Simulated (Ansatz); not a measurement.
C2H3O2, SMILES [CH2]C(=O)O, a rigid torsion scan

Computed with the Ansatz DFT code, driven from Python.

Run as a notebook:

**Cell 1**
```python
import ansatz as az
from ase import Atoms
```

**Cell 2**
```python
BASIS = "def2-SVP"
XC = "hf"
FMAX = 0.02
```

**Cell 3**
```python
atoms = Atoms(["C", "C", "O", "O", "H", "H", "H"], positions=[
    [-0.4777, 0.8864, 0.0319],
    [-0.0478, -0.427, -0.1433],
    [-0.67, -1.3286, -0.7045],
    [1.2446, -0.5507, 0.3973],
    [-1.4976, 1.1705, -0.3934],
    [0.0841, 1.6792, 0.5248],
    [1.4257, -1.4978, 0.2417],
])
```

**Cell 4**
```python
# relax first, so that the scan starts from a minimum
first = az.Crystal.molecule_from_ase(atoms).calculation()
first = first.basis(gaussian=BASIS)
first = first.functional(XC)
first = first.spin("collinear", total=1)
first = first.relax(force_tolerance=FMAX, max_steps=80)
atoms.positions = first.run(threads=1).report["positions_ang"]
```

**Cell 5**
```python
start = atoms.get_dihedral(2, 1, 0, 4)
energies = {}
for turn in range(0, 360, 40):
    turned = atoms.copy()
    turned.set_dihedral(2, 1, 0, 4, start + turn, indices=[0, 4, 5])
    calc = (
        az.Crystal.molecule_from_ase(turned).calculation()
        .basis(gaussian=BASIS)  # atom-centred Gaussian functions
        .functional(XC)
        .spin("collinear", total=1)
    )
    energies[round((start + turn) % 360)] = calc.run(threads=1).report["free_energy_ev"]
floor = min(energies.values())
print("dihedral O2-C1-C0-H4 (deg)   E - E(min) (kcal/mol)")
for angle, e in sorted(energies.items()):
    print(f"{angle:8d} {23.060548 * (e - floor):14.3f}  " + "#" * int(30 * (e - floor) / max(max(energies.values()) - floor, 1e-9)))
```
Output:
```text
dihedral O2-C1-C0-H4 (deg)   E - E(min) (kcal/mol)
      40          3.549  ############
      80          8.425  #############################
     120          6.563  #######################
     160          1.169  ####
     200          1.158  ####
     240          6.548  #######################
     280          8.430  ##############################
     320          3.565  ############
     360          0.000
```

Caveats:
- The scan is rigid and the energies are electronic, in a modest basis. With rigid groups the curve can differ much from the relaxed path, the start wasn't checked as a minimum of this torsion, and equivalent turns needn't return to the same energy.
- The run takes the species as open-shell (spin multiplicity 2), which needn't be its ground state.
- Hardware and time: 11 s on 1 thread of Arm Neoverse V2, with other jobs on the host, peak memory 0.21 GiB.
